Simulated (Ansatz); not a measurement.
Relaxation of BClFH (4 atoms, charge 0, multiplicity 1), to a largest force component of 0.02 eV/Å in at most 40 steps.

Theory: RKS B3LYP/def2-SVP (Ansatz 0.2.0).

```xyz
4
Properties=species:S:1:pos:R:3
B 0.000 0.000 0.000
H 0.000 0.000 1.190
F 1.143 0.000 -0.660
Cl -1.611 0.000 -0.930
```

Where does it end, and by what steps?

It converged. After 5 steps the energy has fallen by 0.121 eV; Cl4 moved furthest, 0.08 Å.

| step | energy less start (eV) | largest force component (eV/Å) | accepted |
| --- | --- | --- | --- |
| 0 | 0.0000 | 1.769 | yes |
| 1 | -0.0925 | 0.896 | yes |
| 2 | -0.1194 | 0.182 | yes |
| 3 | -0.1205 | 0.091 | yes |
| 4 | -0.1205 | 0.077 | yes |
| 5 | -0.1206 | 0.005 | yes |

```xyz
4
Properties=species:S:1:pos:R:3
B -0.024 0.000 -0.010
H -0.016 0.000 1.190
F 1.107 0.000 -0.678
Cl -1.534 0.000 -0.901
```

Whether the end is a true minimum wasn't checked by a vibrational analysis.

Time of the run: 4.1 s on 1 thread of Intel(R) Xeon(R) 6975P-C (Granite Rapids), on a shared host, peak memory 0.13 GiB.
